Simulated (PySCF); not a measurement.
Species: (SiH3)2PH, H₇PSi₂.
Numbering: `[SiH3:1][PH:2][SiH3:3]` (hydrogens: H4, H5, H6 on Si1; H7 on P2; H8, H9, H10 on Si3)

Theory: PBE0-D3(BJ)/def2-SVP geometry optimisation, gas phase (PySCF).

Give the optimised bond lengths and angles.

```csv
bond,length (Å),order
"Si1–P2, P2–Si3",2.263,single
Si1–H4 and 5 like bonds,1.494,single
P2–H7,1.429,single
```

Bonds in one row agree within 0.01 Å and their mean is given. Orders are formal, as drawn. A selection of angles:
```csv
angle,degrees
P2–Si1–H4,107.4
P2–Si1–H6,113.5
H4–Si1–H5,109.4
Si1–P2–Si3,97.1
Si1–P2–H7,94.8
```

P2 (three-coordinate phosphorus) is pyramidal (angles 97.1°, 94.8° and 94.8°, sum 286.7°, 0.97 Å off the plane of its three neighbours). Si1 (SiH3 silicon) is distorted tetrahedral (angles from 107.4° to 113.5°).

Point group: Cs (tolerance 0.08 Å). No frequency check.
